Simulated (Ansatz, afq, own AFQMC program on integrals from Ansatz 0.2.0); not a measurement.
**Atomization energy of BO, doublet**

```xyz
2

B     0.0000    0.0000    0.0000
O     0.0000    0.0000    1.2006
```

Atoms in their ground-state spins without spin–orbit coupling (mostly on UHF) minus the molecule (UHF), without zero-point energy. The geometry is a stationary point, not shown to be a minimum.

Basis cc-pVTZ. Only valence electrons are correlated. AFQMC by an in-house program on the Cholesky factors that Ansatz 0.2.0 writes for its CCSD(T) run. ph-AFQMC/CISD is guided by a CISD state made of CCSD amplitudes; releasing the constraint for a short imaginary time cuts its bias at the price of noise, slowly where states lie close. ± is one standard error of the sampling. The errors of all members are added in quadrature.

No full CI on the walks' own integrals is used here; CCSDT(Q) serves as the reference and is uncertain by about the last step of the cluster series. Each member takes its own surest rung, up to full CI.

The best estimate is CCSD(T) at the basis-set limit (CBS: def2-TZVPP and def2-QZVPP, with their diffuse functions for anions and beside diffuse sets, CCSD(T) itself extrapolated) plus the step from CCSD(T) to CCSDT(Q) in cc-pVTZ. Rows without CBS are in cc-pVTZ; B2PLYP and the wave-function rows carry a basis error of their own. Core correlation and relativity beyond core potentials are missing, and ± holds the sampling alone.

Cautions: BO (doublet): the ph-AFQMC/CISD walk drifts between its halves (2.6 errors), its ph-AFQMC/CISD value lies 21 ± 4 meV above CCSDT(Q); other spins of the molecule weren't checked.

Question: Estimate: order these levels by their error in the atomization energy against the best estimate, smallest first.
A. B3LYP
B. B2PLYP
C. HF/CBS
D. CCSD

Answer: A (1.7 kJ/mol), B (6.9 kJ/mol), D (57.0 kJ/mol), C (249.7 kJ/mol).

Best estimate: 812.3 kJ/mol.

Best estimates are given only where the step beyond CCSD(T) is under 0.3 eV and no member's determinant is very poor (T1 over 0.05, or 0.07 for open shells, ⟨S²⟩ too high by 0.3, two states mixed), so the hardest cases are missing from such tables.

The functionals ran in a triple-zeta set and keep a basis error of their own, a few kJ/mol for each bond in atomization energies and more for double hybrids, so close places among them and the extrapolated levels can swap.

Each member of a difference takes its own highest rung, so a best estimate needn't equal the limit plus the step of one row. A walk keeps the symmetry of its determinant, which the program's search chose and which needn't be the lowest solution, so a lower state of the same spin and another symmetry isn't excluded.
